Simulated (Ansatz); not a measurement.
A nudged elastic band was laid between two geometries of CH7AlS (10 atoms, charge 0, multiplicity 1).

Method: Ansatz 0.2.0, RKS PBE0-D4/def2-SVP.

```yaml
movable_images: 5
climbing_image: yes
spring: 5.0 eV/Å²
optimiser: quadratic models (default)
start_path: through a guess of the saddle point
force_threshold: 0.05 eV/Å
iteration_limit: 60
end_points: relaxed
```

Image 0:

```xyz
10
Properties=species:S:1:pos:R:3
Al 0.089 -0.082 0.243
C -0.132 0.272 2.172
H -1.134 0.004 2.549
H 0.616 -0.250 2.793
H -0.004 1.351 2.373
H 1.570 -0.166 -0.363
H -1.122 0.256 -0.749
S -0.310 -2.637 0.211
H -1.439 -2.665 0.954
H 0.472 -2.971 1.261
```

Image 6:

```xyz
10
Properties=species:S:1:pos:R:3
Al 0.020 -0.733 -0.280
C 0.007 -0.050 2.578
H -0.949 0.167 3.072
H 0.830 -0.043 3.305
H 0.203 0.729 1.826
H 1.487 -0.155 -0.408
H -1.309 0.120 -0.420
S -0.141 -2.925 -0.199
H -1.493 -2.935 -0.169
H -0.048 -1.062 2.139
```

Q: What changes between the two ends?

A: Bonds broken: Al1–C2, S8–H10. Bonds formed: C2–H10. CH7AlS becomes AlH3S + CH4.

Q: Give the energies along the band, and the barrier.

A: It converged. The highest image is number 4 of 0 to 6, 59.6 kJ/mol above the first end and 138.9 kJ/mol above the last; the last end lies 79.3 kJ/mol below the first. Neighbouring images differ by up to 1.3 eV, so the band resolves the path poorly. A vibrational analysis at the climbing image gives one clearly imaginary mode, 995i cm⁻¹: a first-order saddle point. The orbitals stay closed-shell, which can raise the energy where a bond breaks towards radicals; this wasn't checked here.

```
image  path coordinate (Å)  energy (kJ/mol)  Al1–C2 (Å)  S8–H10 (Å)  C2–H10 (Å)
    0                 0.00              0.0        1.97        1.35        3.42
    1                 0.63              0.9        1.97        1.35        3.20
    2                 1.26              4.3        1.98        1.35        2.76
    3                 1.89             25.1        1.99        1.37        2.13
    4                 2.52             59.6        2.09        1.58        1.56
    5                 3.48            -66.9        2.61        2.45        1.11
    6                 4.44            -79.3        2.94        2.99        1.10
```

Q: What is the geometry of the highest image?

A: 
```xyz
10
Properties=species:S:1:pos:R:3
Al 0.138 -0.347 0.123
C -0.049 -0.092 2.188
H -0.934 -0.352 2.791
H 0.857 -0.271 2.787
H -0.123 1.005 2.038
H 1.645 -0.100 -0.300
H -1.152 0.182 -0.635
S -0.138 -2.727 0.533
H -1.479 -2.672 0.372
H -0.157 -1.514 1.547
```

The run took 120 s on 2 threads of Arm Neoverse V1, with other jobs on the host, peak memory 0.17 GiB.
